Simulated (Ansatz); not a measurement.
Rb (model structure, started from the simple cubic type, Pm-3m, No. 221, 1 atom in the cell)

The numbers are results of PBEsol in Ansatz (plane waves, PAW), not measurements.

Numerical settings: plane-wave cutoff 500 eV, 16×16×16 k mesh, Fermi–Dirac smearing 0.1 eV, scalar-relativistic PAW data made under PBE.

Cell (relaxed at this level):

```yaml
crystal:
  lattice:
    - [4.53585, 0.00000, 0.00000]
    - [0.00000, 4.53585, 0.00000]
    - [0.00000, 0.00000, 4.53585]
  atoms:
    - { symbol: Rb, position: [0.00000, 0.00000, 0.00000] }
```

```
Quantity          Value
--------  -------------
band gap  zero (no gap)
```

Note: the relaxation could raise the start's symmetry but not lower it, so the cell can be a saddle point.

Spin–orbit coupling is not included.

Static lattice: no zero-point or thermal effects.

Cost on a shared machine: around 60 core-seconds (rough).

A model structure was made by putting elements into a prototype or built by hand; it is no filed structure, need not be a known phase, and can be a saddle point held by its symmetry.

Ansatz is an electronic-structure program.
